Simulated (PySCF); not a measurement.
All of these have the formula C6H8. Computed, not measured: TDDFT CAM-B3LYP/def2-SVPD, vertical, gas phase, core orbitals frozen in the response in PySCF 2.14.0, density-fitted response routines. Geometries: PBE0-D3(BJ)/def2-SVP; one conformer of each isolated species. Triplets are in the Tamm–Dancoff approximation.

A. `CC1C=CC=C1`
B. `C1=C[C@H]2C[C@H]2C1`
C. `C=C=C(C)C=C`

Lowest singlet levels (six at most, fewer where fewer were computed) with oscillator strengths:

1. 6.36 eV (f 0.144); 6.64 eV (f 0.007); 7.27 eV (f 0.017); 7.32 eV (f 0.021); 7.39 eV (f 0.004); 7.62 eV (f 0.016); T1 4.05 eV
2. 5.03 eV (f 0.065); 6.41 eV (f 0.010); 6.84 eV (f 0.013); 7.11 eV (f 0.047); 7.14 eV (f 0.019); 7.47 eV (f 0.002)
3. 5.44 eV (f 0.001); 5.80 eV (f 0.000); 5.83 eV (f 0.793); 6.39 eV (f 0.006); 7.11 eV (f 0.018); 7.31 eV (f 0.003)

Task: Which spectrum belongs to which structure?

Result: 1 = B, 2 = A, 3 = C.
- A: S1 at 5.03 eV, HOMO→LUMO (98%); Löwdin shares by element: HOMO carbon 86% or more; LUMO carbon 67% or more (atoms not listed hold the other 33%); HOMO -7.60 and LUMO 0.45 eV; point group Cs.
- B: S1 at 6.36 eV, HOMO→LUMO (91%); Löwdin shares by element: HOMO carbon 77% or more (atoms not listed hold the other 23%); LUMO carbon 61% or more, hydrogen 6% or more (atoms not listed hold the other 33%); HOMO -7.93 and LUMO 1.43 eV.
- C: S1 at 5.44 eV, HOMO→LUMO+2 (38%), HOMO→LUMO+1 (38%), HOMO→LUMO+3 (8%); Löwdin shares by element: HOMO carbon 80% or more (atoms not listed hold the other 20%); LUMO carbon 74% or more (atoms not listed hold the other 26%); HOMO -7.80 and LUMO 0.40 eV; point group Cs, 1 of its 6 listed states under f = 0.0005.
